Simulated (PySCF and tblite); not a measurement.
The numbers below are computed, except where a source is named.
C3H6Cl2, numbered as in [CH3:1][C@H:2]([Cl:3])[CH2:4][Cl:5].

Level: PBE0-D3(BJ)/def2-TZVP//PBE0-D3(BJ)/def2-SVP, thermal terms from GFN2-xTB, symmetry numbers and mirror pairs counted. Conformers within 4 kcal/mol (GFN2-xTB free energy) were kept, 5 at most. Of two unlike H on one atom, a is the less shielded (PBE0/pcSseg-1). Programs: PySCF with density fitting and tblite.

An NOE distance is ⟨r⁻⁶⟩^(−1/6) over all pairs of like atoms and, for the average, over conformers.

Torsions listed: Cl3–C2–C4–Cl5.

```json
{"conformer": "1", "shape": "173°", "weight %": "85.7"}
{"conformer": "2", "shape": "65°", "weight %": "7.4"}
{"conformer": "3", "shape": "-67°", "weight %": "6.9"}
```

**Question.** Which H–H contacts under 3.5 Å would NOEs report (pairs on one atom left out) at 298.15 K?

**Answer.** 
```
      pair  in 1 (Å)  in 2 (Å)  in 3 (Å)  average (Å)
H2 ··· H4a      2.48      3.06      2.43         2.50
 H1 ··· H2      2.62      2.62      2.61         2.62
H2 ··· H4b      3.07      2.53      2.45         2.91
H1 ··· H4b      2.94      2.84      3.93         2.96
```

Longer pairs under the limit may be missing.
